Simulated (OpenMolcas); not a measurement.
CH7BSi (SMILES CB[SiH3]): methods side by side

The species is CH7BSi (10 atoms), meant as a singlet with charge 0. SMILES: `CB[SiH3]`. The shape is that of a PBE0-D4/def2-TZVP optimisation.

Quantity: the dipole moment, in D. The values are calculated.

```json
{"level": "SVWN5/6-311+G**", "kind": "LDA", "program": "OpenMolcas", "value (D)": "1.22", "CPU time": "80 s"}
{"level": "BLYP/6-311+G**", "kind": "GGA", "program": "OpenMolcas", "value (D)": "1.20", "CPU time": "76 s"}
{"level": "M06-L/6-311+G**", "kind": "meta-GGA", "program": "OpenMolcas", "value (D)": "1.09", "CPU time": "1.9 min"}
{"level": "TPSS/6-311+G**", "kind": "meta-GGA", "program": "OpenMolcas", "value (D)": "1.19", "CPU time": "2 min"}
{"level": "r2SCAN/6-311+G**", "kind": "meta-GGA", "program": "OpenMolcas", "value (D)": "1.21", "CPU time": "1.8 min"}
{"level": "B3LYP/6-311+G**", "kind": "global hybrid", "program": "OpenMolcas", "value (D)": "1.18", "CPU time": "98 s"}
{"level": "BHLYP/6-311+G**", "kind": "global hybrid", "program": "OpenMolcas", "value (D)": "1.16", "CPU time": "95 s"}
{"level": "PBE0/6-311+G**", "kind": "global hybrid", "program": "OpenMolcas", "value (D)": "1.20", "CPU time": "1.7 min"}
```

The values span 1.09 to 1.22 D. Magnitudes only. Times are those of the runs behind each value, whatever else they computed, on shared processors of several kinds: orders of magnitude only.
